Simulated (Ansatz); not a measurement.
Compare A (`CNC(C)N`) with its isomer B (`CNCNC`).

Isolated molecules relaxed with PBE0-D4/def2-TZVP in Ansatz; ΔE leaves out vibrations. CBS: MP2 limit from def2 TZ/QZ plus the TZ coupled-cluster correction, frozen cores. DFT in def2-TZVPP. B3LYP here is the variant with VWN-RPA as its local correlation; programs differ in this. Each species was taken in one conformer, which may not be the lowest.

Which isomer does CCSD(T)/CBS put lower? Give the gap. (An estimate is asked.)

Ansatz gave: A, by 11.2 kcal/mol.

Give E(B) − E(A) in kcal/mol with PBE-D4, B3LYP-D4, B3LYP, CCSD(T)/def2-TZVPP, r2SCAN-D4, MP2/def2-TZVPP, ωB97M-V. (Best estimate.)

Ansatz gave: PBE-D4 9.9, B3LYP-D4 9.6, B3LYP 9.1, CCSD(T)/def2-TZVPP 10.7, r2SCAN-D4 10.6, MP2/def2-TZVPP 11.4, ωB97M-V 10.6. None reverses the order clearly.

Largest T1 diagnostic: 0.009.

In def2-TZVPP, CCSD(T) changes the Hartree–Fock value by +1.9 kcal/mol (the triples alone add +0.2 kcal/mol) and MP2 by +2.5 kcal/mol.
